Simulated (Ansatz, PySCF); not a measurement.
Species, as SMILES: C1CN1.
Geometry (B3LYP-D3(BJ)/def2-TZVP, fixed):
```xyz
8

C     -0.0266    -0.3964     0.7404
N     -0.0403     0.8719     0.0001
C     -0.0474    -0.3972    -0.7389
H      0.8868     1.2834    -0.0132
H     -0.9333    -0.6098     1.2927
H     -0.9693    -0.6112    -1.2653
H      0.8882    -0.7010     1.2359
H      0.8531    -0.7023    -1.2597
```
Charge 0, spin multiplicity 1.

Near-linear dependence at HF/d-aug-cc-pVTZ with PySCF (spherical functions, density fitting): canonical orthogonalisation drops combinations whose overlap eigenvalue lies under the threshold. The set has 346 functions.

```csv
threshold,orbitals kept,energy minus last row (mEh)
1e-3,___,___
1e-4,___,___
1e-5,___,___
1e-6,343,0.001
1e-7,346,0.000
1e-9,346,0.000
```

**Question.** Fill in the missing entries.

**Answer.** 
- 1e-3, orbitals kept: 289
- 1e-3, energy minus last row (mEh): 26.086
- 1e-4, orbitals kept: 321
- 1e-4, energy minus last row (mEh): 0.080
- 1e-5, orbitals kept: 337
- 1e-5, energy minus last row (mEh): 0.009

The smallest overlap eigenvalue is 2.3e-07. Ansatz (a first-principles code) at its default drops 0 functions.
